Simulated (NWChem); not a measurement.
**One shape, several levels: H2O (water)**

Wanted: a comparison of 3 runs (B2PLYP/aug-cc-pVTZ, CAM-B3LYP/aug-cc-pVTZ, wB97X/aug-cc-pVTZ) of H2O (water). 

The calculation is run with NWChem 7.3.0.

1 further run of the same task is left out (it didn't finish).

### 1 The system as given

The species is H2O (3 atoms), meant as a singlet with charge 0. SMILES: `O`. Geometry: relaxed at PBE0-D4/def2-TZVP.

Bond lengths: O1–H2 0.960 Å, O1–H3 0.960 Å. Angles: H2–O1–H3 105.1°.

### 2 The energy at B2PLYP/aug-cc-pVTZ (run 1)

Contents of h2o.nw:

```
start h2o
title "H2O"
memory 2200 mb
charge 0

geometry units angstroms noautosym nocenter noautoz
  O     -0.302700     0.200200    -0.140600
  H      0.466500     0.548400     0.315300
  H     -0.163800    -0.748600    -0.174700
end

basis "ao basis" spherical bse
  O library aug-cc-pVTZ
  H library aug-cc-pVTZ
end

dft
  xc hfexch 0.53 becke88 0.47 lyp 0.73 mp2 0.27
  dftmp2 semidirect
  grid fine
  convergence energy 1e-08
  maxiter 100
  mulliken
  noprint "final vectors analysis"
end

mp2
  freeze core 1
end

task dft energy
```

Run with:

```
$ nwchem h2o.nw > h2o.out
```

What it wrote:

```text
[...]
          Wavefunction type:  closed shell.
          No. of atoms     :     3
          No. of electrons :    10
[...]
          Charge           :     0
          Spin multiplicity:     1
[...]
          AO basis - number of functions:    92
[...]
              XC Information
              --------------
                     Hartree-Fock (Exact) Exchange  0.530
                    Becke 1988 Exchange Functional  0.470
              Lee-Yang-Parr Correlation Functional  0.730
[...]
 d= 0,ls=0.0,diis     1    -76.2921236353 -8.55D+01  4.60D-03  3.52D-01     1.3
[...]
 d= 0,ls=0.0,diis     7    -76.3285137350 -3.90D-09  1.80D-07  3.57D-10     8.1
         Total DFT energy =      -76.328513735041
      One electron energy =     -123.017189202127
           Coulomb energy =       46.716711028991
    Exchange-Corr. energy =       -9.199336980675
 Nuclear repulsion energy =        9.171301418770
[...]
      Total Density - Mulliken Population Analysis
     ---------------------------------------------
    Atom       Charge   Shell Charges
 -----------   ------   -------------------------------------------------------
    1 O    8     8.39   1.95  0.24  0.99  0.63  0.06  1.29  2.08  1.08  0.05  0.00  0.01 -0.00  0.00  0.00
    2 H    1     0.80   0.26  0.40  0.03 -0.00  0.02  0.06  0.03  0.01  0.01
    3 H    1     0.80   0.26  0.40  0.03 -0.00  0.02  0.06  0.03  0.01  0.01
[...]
  Basis functions       =     92
[...]
```

Wall time 11 s (1 thread of Intel Xeon Platinum 8375C at 2.90GHz (Ice Lake), shared host); peak memory 0.16 GiB.

### 3 Energy and gradient at CAM-B3LYP/aug-cc-pVTZ (run 2)

Contents of test.nw:

```
start test
title "H2O gradient"
memory 2200 mb

geometry units angstrom noautosym nocenter noautoz
  O     -0.302700     0.200200    -0.140600
  H      0.466500     0.548400     0.315300
  H     -0.163800    -0.748600    -0.174700
end

basis spherical bse
  * library aug-cc-pVTZ
end

dft
  xc xcamb88 1.00 lyp 0.81 vwn_5 0.19 hfexch 1.00
  cam 0.33 cam_alpha 0.19 cam_beta 0.46
  grid fine
  convergence energy 1e-08
  direct
  iterations 100
  mulliken
end

task dft gradient
```

Run with:

```
$ nwchem test.nw > test.out
```

What it wrote:

```text
[...]
          Wavefunction type:  closed shell.
          No. of atoms     :     3
          No. of electrons :    10
[...]
          Charge           :     0
          Spin multiplicity:     1
[...]
          AO basis - number of functions:    92
[...]
              XC Information
              --------------
                     Hartree-Fock (Exact) Exchange  1.000
                   CAM-Becke88 Exchange Functional  1.000
                      VWN V Correlation Functional  0.190 local
              Lee-Yang-Parr Correlation Functional  0.810
[...]
 d= 0,ls=0.0,diis     1    -76.3976268608 -8.56D+01  5.29D-03  4.26D-01     5.9
[...]
 d= 0,ls=0.0,diis     8    -76.4380615560 -2.43D-10  3.42D-08  1.03D-11    41.9
         Total DFT energy =      -76.438061555978
      One electron energy =     -122.996269276849
           Coulomb energy =       46.685734775066
    Exchange-Corr. energy =       -9.298828472965
 Nuclear repulsion energy =        9.171301418770
[...]
      Total Density - Mulliken Population Analysis
     ---------------------------------------------
    Atom       Charge   Shell Charges
 -----------   ------   -------------------------------------------------------
    1 O    8     8.34   1.95  0.25  0.97  0.62  0.06  1.32  2.04  1.06  0.06  0.00  0.01 -0.00  0.00 -0.00
    2 H    1     0.83   0.26  0.40  0.04 -0.00  0.02  0.06  0.03  0.01  0.01
    3 H    1     0.83   0.26  0.40  0.04 -0.00  0.02  0.06  0.03  0.01  0.01
[...]
  wavefunction    = closed shell
[...]
                         DFT ENERGY GRADIENTS
    atom               coordinates                        gradient
                 x          y          z           x          y          z
   1 O      -0.572020   0.378323  -0.265695   -0.000039  -0.000013  -0.000022
   2 H       0.881557   1.036326   0.595831   -0.000455  -0.000998  -0.000361
   3 H      -0.309537  -1.414649  -0.330135    0.000494   0.001011   0.000384
[...]
```

It took 77 s on 1 thread of Intel Xeon Platinum 8375C at 2.90GHz (Ice Lake), shared host; peak memory 0.11 GiB.

### 4 Energy and forces at wB97X/aug-cc-pVTZ (run 3)

Contents of calc.nw:

```
start calc
title "H2O"
memory total 2200 mb

geometry units angstroms noautosym nocenter noautoz
 O     -0.302700     0.200200    -0.140600
 H      0.466500     0.548400     0.315300
 H     -0.163800    -0.748600    -0.174700
end

basis spherical bse
 O library aug-cc-pVTZ
 H library aug-cc-pVTZ
end

dft
 xc wb97x
 mult 1
 grid fine
 convergence energy 1e-08
 maxiter 100
 mulliken
 noprint "final vectors analysis"
end

task dft gradient
```

Run with:

```
$ nwchem calc.nw > calc.out
```

What it wrote:

```text
[...]
          Wavefunction type:  closed shell.
          No. of atoms     :     3
          No. of electrons :    10
[...]
          Charge           :     0
          Spin multiplicity:     1
[...]
          AO basis - number of functions:    92
[...]
              XC Information
              --------------
                       wb97x  Method XC Functional
                     Hartree-Fock (Exact) Exchange  1.000
                         wb97x Exchange Functional  1.000
                      wb97x Correlation Functional  1.000
[...]
 d= 0,ls=0.0,diis     1    -76.4017835940 -8.56D+01  4.43D-03  4.03D-01     6.3
[...]
 d= 0,ls=0.0,diis     8    -76.4414858020 -1.11D-09  1.11D-07  3.81D-11    40.2
         Total DFT energy =      -76.441485802045
      One electron energy =     -122.999322519653
           Coulomb energy =       46.693551085070
    Exchange-Corr. energy =       -9.307015786231
 Nuclear repulsion energy =        9.171301418770
[...]
      Total Density - Mulliken Population Analysis
     ---------------------------------------------
    Atom       Charge   Shell Charges
 -----------   ------   -------------------------------------------------------
    1 O    8     8.41   1.95  0.25  0.97  0.62  0.06  1.31  2.06  1.11  0.06  0.00  0.01 -0.00  0.00  0.00
    2 H    1     0.80   0.26  0.40  0.02 -0.00  0.02  0.05  0.03  0.01  0.01
    3 H    1     0.80   0.26  0.40  0.02 -0.00  0.02  0.05  0.03  0.01  0.01
[...]
  wavefunction    = closed shell
[...]
                         DFT ENERGY GRADIENTS
    atom               coordinates                        gradient
                 x          y          z           x          y          z
   1 O      -0.572020   0.378323  -0.265695   -0.001417   0.000899  -0.000663
   2 H       0.881557   1.036326   0.595831    0.001152   0.000434   0.000673
   3 H      -0.309537  -1.414649  -0.330135    0.000266  -0.001333  -0.000010
[...]
```

Wall time 80 s (1 thread of Intel Xeon Platinum 8375C at 2.90GHz (Ice Lake), shared host); peak memory 0.11 GiB.

### 5 All runs side by side

```tsv
run	level	task	frozen core orbitals	energy (Eh)	dipole moment (D)	wall time
1	B2PLYP/aug-cc-pVTZ	energy	1	-76.414608	1.91	11 s
2	CAM-B3LYP/aug-cc-pVTZ	gradient	–	-76.438062	1.89	77 s
3	wB97X/aug-cc-pVTZ	gradient	–	-76.441486	1.87	80 s
```

### 6 Results

| quantity | value |
| --- | --- |
| run 3: total energy | -76.44149 Eh |
| run 3: dipole moment | 1.87 D |
| run 3: largest force on an atom | 0.093 eV/Å |

The dipole moment (its size) runs from 1.87 D (wB97X/aug-cc-pVTZ) to 1.91 D (B2PLYP/aug-cc-pVTZ). A double hybrid's value is that of its SCF part. Totals of different functionals can't be ranked against each other. All runs together took 2.8 min, the longest 80 s.
